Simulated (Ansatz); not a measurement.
This script makes a ladder of basis sets of H₃OSSi, SMILES O[SiH2][S] with Ansatz 0.2.0, Python API.

`h3ossi_basis.py`:
```python
"""Basis-set convergence for H3OSSi."""

import ansatz as az

XC = "pbe0"
VDW = "d3bj"

GEOMETRY = """
O    -0.34080   -1.31010   -0.14680
Si    0.37190    0.16640    0.15990
S    -1.05480    1.63770   -0.46820
H    -1.19700   -1.11900   -0.54420
H     1.61890    0.26040   -0.65770
H     0.64390    0.30070    1.61070
"""

mol = az.Crystal.molecule()
for line in GEOMETRY.strip().splitlines():
    symbol, *xyz = line.split()
    mol = mol.atom(symbol, [float(v) for v in xyz])

base = (
    mol.calculation()
    .functional(XC, dispersion=VDW)
    .spin("collinear", total=1)
)

energies = {}
for basis in ["cc-pVDZ", "cc-pVTZ"]:
    r = base.basis(gaussian=basis).run(threads=1).report
    size = r["n_frozen"] + r["n_occupied"][0] + r["n_virtual"][0]
    energies[basis] = (r["reference_energy_ev"] / 27.211386246, r["free_energy_ev"] / 27.211386246)
    print(f"{basis:14s} {size:4d} orbitals  reference {energies[basis][0]:14.6f} Ha  total {energies[basis][1]:14.6f} Ha")

last = energies["cc-pVTZ"][1]
for basis, (_, total) in energies.items():
    print(f"{basis:14s} lies {27.211386 * (total - last):9.4f} eV above cc-pVTZ")
```

How far does the total energy move along this ladder of basis sets?

Against cc-pVDZ: cc-pVTZ -66.3 mHa. The last step alone is -66.33 mHa. From the first set to the last the time grows from 3.2 to 9.4 s.

What the script printed:

```console
$ python h3ossi_basis.py
cc-pVDZ          65 orbitals  reference    -764.386513 Ha  total    -764.390345 Ha
cc-pVTZ         140 orbitals  reference    -764.452847 Ha  total    -764.456679 Ha
cc-pVDZ        lies    1.8050 eV above cc-pVTZ
cc-pVTZ        lies    0.0000 eV above cc-pVTZ
```

Reading the output:
- The drop along the ladder measures the basis error, and is no property of the molecule.
- The geometry is a force-field or estimated start, not a minimum of this method, and the last set is no limit. Much of the fall in a total is atomic energy, which cancels in bond and reaction energies.
- The species is open-shell (spin multiplicity 2).
- Total less reference energy is the dispersion correction.
- For Al to Cl the sets with a tight d function, cc-pV(X+d)Z, are usual.
- Wall time of the script: 13 s on 1 thread of Intel(R) Xeon(R) Processor @ 2.30GHz, on a shared host, peak memory 0.55 GiB.
